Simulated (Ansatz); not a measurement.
**C3H6N2: one species, many methods**

How much do the methods differ for C3H6N2? The plan is to run it at one geometry with functionals of several rungs and with coupled cluster, and see how far each lands from CCSD(T) at the basis-set limit for the atomisation energy.

The runs use Ansatz 0.2.0, Gaussian basis; functionals in def2-TZVPP, the program's frozen cores in correlated methods.

Levels to be run: PBE-D4, r2SCAN-D4, PBE0-D4, B3LYP-D4, ωB97X-V, ωB97M-V, B2PLYP; CCSD(T)/def2-TZVPP; MP2/def2-QZVPP; extrapolation to the limit.

## (1) Structure used throughout

All runs share one geometry, relaxed beforehand with PBE0-D4 in a triple-zeta def2 set.

SMILES `C=NC(C)=N`, 11 atoms, charge 0, spin multiplicity 1.

Atoms are counted from 1 here; the program's logs count them from 0.

Bond lengths: C1–N2 1.259 Å, C1–H6 1.096 Å, C1–H7 1.089 Å, N2–C3 1.404 Å, C3–C4 1.493 Å, C3–N5 1.268 Å, C4–H8 1.092 Å, C4–H9 1.094 Å, C4–H10 1.088 Å, N5–H11 1.020 Å. Angles: N2–C1–H6 123.1°, N2–C1–H7 119.3°, H6–C1–H7 117.6°, C1–N2–C3 120.1°, N2–C3–C4 113.8°, N2–C3–N5 124.6°, C4–C3–N5 121.5°, C3–C4–H8 110.0°, C3–C4–H9 110.4°, C3–C4–H10 109.5°, H8–C4–H9 107.1°, H8–C4–H10 110.0°, H9–C4–H10 109.8°, C3–N5–H11 110.6°.

## (2) PBE-D4 (GGA)

Input file in.yaml:

```yaml
crystal:
  periodic: [false, false, false]
  atoms:
    - {symbol: C, position_ang: [0.144744, 1.487290, -1.101711]}
    - {symbol: N, position_ang: [0.697884, 0.432922, -0.692377]}
    - {symbol: C, position_ang: [-0.061661, -0.554902, -0.046496]}
    - {symbol: C, position_ang: [0.265579, -0.716012, 1.401277]}
    - {symbol: N, position_ang: [-0.893915, -1.315827, -0.625942]}
    - {symbol: H, position_ang: [-0.920220, 1.701631, -0.952732]}
    - {symbol: H, position_ang: [0.739819, 2.229859, -1.631931]}
    - {symbol: H, position_ang: [1.333536, -0.911067, 1.522689]}
    - {symbol: H, position_ang: [0.042777, 0.205189, 1.946806]}
    - {symbol: H, position_ang: [-0.312845, -1.538732, 1.815825]}
    - {symbol: H, position_ang: [-0.970298, -1.077350, -1.614810]}
basis:
  gaussian: {orbitals: def2-TZVPP}
hamiltonian: {xc: pbe, dispersion: d4}
output: {forces: true, orbitals: {seedname: orbitals}}
```

Started as:

```sh
$ ansatz run in.yaml --threads 4 --pin off --events-out ev --progress --plain --max-ram 10444MiB
```

Further steps of the session: r2SCAN-D4 (meta-GGA); PBE0-D4 (hybrid); B3LYP-D4 (hybrid); ωB97X-V (range-separated); ωB97M-V (range-separated); B2PLYP (double hybrid); CCSD(T) in def2-TZVPP; MP2 in def2-QZVPP.

**Question.** What will the summary of the whole plan be? Wanted: atomisation energy, CCSD(T)/CBS; farthest; mean size of error, hybrid; mean size of error, range-separated; gap, smallest and largest; T1 diagnostic; triples share of the correlation energy.

As calculated:

```
                               quantity                                 value
        atomisation energy, CCSD(T)/CBS                         4434.6 kJ/mol
 functionals within 22.2 kJ/mol (0.5 %)                     r2SCAN-D4, B2PLYP
                               farthest                PBE-D4 (+180.9 kJ/mol)
             mean size of error, hybrid                           48.1 kJ/mol
    mean size of error, range-separated                           29.4 kJ/mol
              gap, smallest and largest  3.72 eV (PBE-D4), 11.03 eV (ωB97X-V)
                          T1 diagnostic                                0.0134
triples share of the correlation energy                                 4.4 %
```

PBE-D4 is off by +180.9 kJ/mol. Double hybrids carry the basis error of their MP2 part in triple zeta, and no dispersion term here, so their miss is partly the set-up's. The reference freezes the cores and leaves out relativity and excitations past (T), so misses under about 22.2 kJ/mol can't be ranked. Hartree-Fock recovers 69 % of the binding; the rest is correlation. Orbital gaps span 3.7 to 11.0 eV; exact exchange widens them.
